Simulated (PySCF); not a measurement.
Species: chlorine monofluoride, ClF.
SMILES: `FCl`

Method used: CAM-B3LYP/def2-SVPD in PySCF (dipole) on a GFN2-xTB geometry, gas phase.

Masses are those of the commonest isotopes; rigid-rotor values at the optimised geometry. 

Question: What are the moment of inertia and the rotational constant?

Answer: I = 34.813 u·Å², B = 505379 MHz·u·Å²/I = 14517 MHz (0.4842 cm⁻¹, or 0.697 K as hB/k). For two atoms I = μr² with μ = 12.3103 u and r = 1.6816 Å.

Question: List the first levels of a rigid rotor in a Σ state.

Answer: E(J) = BJ(J+1): J = 1: 0.968, J = 2: 2.905, J = 3: 5.811, J = 4: 9.685, J = 5: 14.527, J = 6: 20.338 cm⁻¹.

Question: Where do the first rotational lines fall?

Answer: The dipole is 1.14 D; J+1 ← J lies at 2B(J+1): 1 ← 0 at 29.03 GHz, 2 ← 1 at 58.07 GHz, 3 ← 2 at 87.10 GHz, 4 ← 3 at 116.14 GHz, 5 ← 4 at 145.17 GHz, 6 ← 5 at 174.21 GHz.

Question: Estimate the classical rotational partition function at 100 K, 298.15 K and 500 K.

Answer: Point group C∞v, symmetry number σ = 1; q = kT/(σhB), k/h = 20836.6 MHz/K: 144 at 100 K, 428 at 298.15 K, 718 at 500 K.

Stationary, but not proved a minimum. Zero-point vibration and centrifugal distortion are left out.
